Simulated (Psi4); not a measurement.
# U-revPBE/cc-pVTZ run of PO (SMILES O=[P])

What is the vertical ionisation energy of PO at U-revPBE/cc-pVTZ? 

Program for the calculation: Psi4 1.11.

1 further run of the same task is left out (it didn't finish).

## (1) The structure to begin with

PO has 2 atoms, charge 0, and is taken as a doublet. SMILES: `O=[P]`. The coordinates come from a PBE0-D4/def2-TZVP relaxation.

Bond lengths: O1–P2 1.474 Å.

## (2) The energy at U-revPBE/cc-pVTZ

Input file op.xyz:

```xyz
2
OP
O      0.000000     0.000000    -0.009450
P      0.000000     0.000000     1.464540
```

Input file op_ase.py:

```python
import numpy as np
from ase.calculators.psi4 import Psi4
from ase.io import read

atoms = read('op.xyz')
calc = Psi4(atoms=atoms, method='revpbe', basis='cc-pVTZ', memory='2200MB', num_threads=1, charge=0, multiplicity=2, label='calc', reference='uks')
calc.psi4.set_options({'puream': True, 'e_convergence': 1e-09, 'd_convergence': 1e-08, 'scf_type': 'pk', 'dft_radial_points': 99, 'dft_spherical_points': 590, 'maxiter': 100})
atoms.calc = calc

print(f'energy: {atoms.get_potential_energy():.6f} eV')
```

Started as:

```
$ python op_ase.py
```

calc.dat:

```text
[...]
  Running in c1 symmetry.
[...]
  Nuclear repulsion =   43.081204947387704
[...]
  Multiplicity = 2
[...]
  Nalpha       = 12
  Nbeta        = 11
[...]
    Number of basis functions: 64
[...]
   @UKS iter   1:  -416.24903794525846   -7.10746e-02   1.26519e-02 DIIS/ADIIS
[...]
   @UKS iter  12:  -416.49758518233159   -2.27374e-12   5.69439e-09 DIIS
[...]
   @S^2 Observed:                7.535353051E-01
[...]
    Orbital Energies [Eh]
    ---------------------
    Alpha Occupied:
       1A    -76.407264     2A    -18.800550     3A     -6.373054
       4A     -4.589483     5A     -4.583215     6A     -4.581384
       7A     -0.941506     8A     -0.500397     9A     -0.354538
      10A     -0.353873    11A     -0.343163    12A     -0.160600
    Alpha Virtual:
      13A     -0.152711    14A      0.002638    15A      0.203218
      16A      0.214776    17A      0.219356    18A      0.230682
      19A      0.232410    20A      0.266992    21A      0.326890
      22A      0.329591    23A      0.486454    24A      0.621551
      25A      0.622544    26A      0.676485    27A      1.106940
[...]
  @UKS Final Energy:  -416.49758518233159
   => Energetics <=
    Nuclear Repulsion Energy =             43.0812049473877039
    One-Electron Energy =                -660.7982774023371348
    Two-Electron Energy =                 232.9044834734185088
    DFT Exchange-Correlation Energy =     -31.6849962008006898
    Empirical Dispersion Energy =           0.0000000000000000
    VV10 Nonlocal Energy =                  0.0000000000000000
    Total Energy =                       -416.4975851823315907
[...]
 Multipole Moments:
 ------------------------------------------------------------------------------------
     Multipole            Electronic (a.u.)      Nuclear  (a.u.)        Total (a.u.)
 ------------------------------------------------------------------------------------
 L = 1.  Multiply by 2.5417464519 to convert [e a0] to [Debye]
 Dipole X            :          0.0000000            0.0000000            0.0000000
 Dipole Y            :          0.0000000            0.0000000            0.0000000
 Dipole Z            :          1.1423690           -0.4665088            0.6758603
 Magnitude           :                                                    0.6758603
[...]
```

On the terminal:

```text
energy: -11333.476569 eV
```

Run time: 6.3 s. Hardware: 1 thread of Intel Xeon 6975P-C (Granite Rapids), shared host; peak memory 0.67 GiB.

## (3) The singlet cation at the same level

Input file job.py:

```python
import psi4

psi4.set_memory('2200 MB')
psi4.set_num_threads(1)
psi4.core.set_output_file('run.log', False)

molecule = psi4.geometry("""
1 1
O      0.000000     0.000000    -0.009450
P      0.000000     0.000000     1.464540
units angstrom
symmetry c1
""")

psi4.set_options({
    'puream': True,
    'e_convergence': 1e-09,
    'd_convergence': 1e-08,
    'scf_type': 'pk',
    'dft_radial_points': 99,
    'dft_spherical_points': 590,
})

E = psi4.energy("revpbe/cc-pVTZ")
print(f'revpbe/cc-pVTZ energy: {E:.10f} Eh')
```

Started as:

```
$ python job.py
```

run.log:

```text
[...]
  Running in c1 symmetry.
[...]
  Nuclear repulsion =   43.081204947387704
[...]
  Multiplicity = 1
[...]
  Nalpha       = 11
  Nbeta        = 11
[...]
    Number of basis functions: 64
[...]
   @RKS iter   1:  -415.95058118907605    2.27382e-01   1.18732e-02 DIIS/ADIIS
[...]
   @RKS iter  11:  -416.18936194209158    5.68434e-14   1.37914e-09 DIIS
[...]
    Orbital Energies [Eh]
    ---------------------
    Doubly Occupied:
       1A    -76.788126     2A    -19.149881     3A     -6.746827
       4A     -4.961418     5A     -4.961418     6A     -4.953025
       7A     -1.266192     8A     -0.817270     9A     -0.665019
      10A     -0.665019    11A     -0.655843
[...]
  @RKS Final Energy:  -416.18936194209158
   => Energetics <=
    Nuclear Repulsion Energy =             43.0812049473877039
    One-Electron Energy =                -652.8786625306613587
    Two-Electron Energy =                 224.9467294991708286
    DFT Exchange-Correlation Energy =     -31.3386338579887962
    Empirical Dispersion Energy =           0.0000000000000000
    VV10 Nonlocal Energy =                  0.0000000000000000
    Total Energy =                       -416.1893619420915797
[...]
 Multipole Moments:
 ------------------------------------------------------------------------------------
     Multipole            Electronic (a.u.)      Nuclear  (a.u.)        Total (a.u.)
 ------------------------------------------------------------------------------------
 L = 1.  Multiply by 2.5417464519 to convert [e a0] to [Debye]
 Dipole X            :         -0.0000000            0.0000000           -0.0000000
 Dipole Y            :         -0.0000000            0.0000000           -0.0000000
 Dipole Z            :          1.7075759           -0.4665088            1.2410671
 Magnitude           :                                                    1.2410671
[...]
```

On the terminal:

```text
revpbe/cc-pVTZ energy: -416.1893619421 Eh
```

Wall time 4.5 s (1 thread of Intel Xeon 6975P-C (Granite Rapids), shared host); peak memory 0.63 GiB.

## (4) Outcome

Level: U-revPBE/cc-pVTZ.

| quantity | value |
| --- | --- |
| doublet PO: total energy | -416.49759 Eh |
| doublet PO: dipole moment | 1.72 D |
| doublet PO: HOMO energy (highest over α and β) | -4.37 eV |
| doublet PO: LUMO energy (lowest over α and β) | -4.16 eV |
| doublet PO: ⟨S²⟩ | 0.754 |
| singlet cation: total energy | -416.18936 Eh |
| singlet cation: HOMO energy | -17.85 eV |
| singlet cation: LUMO energy | -12.41 eV |
| singlet cation: HOMO–LUMO gap | 5.43 eV |
| vertical ionisation energy (to the singlet cation) | 8.387 eV |

The vertical ionisation energy comes to 8.39 eV (193 kcal/mol). Only the singlet of the ionised species was computed; a triplet could lie lower.
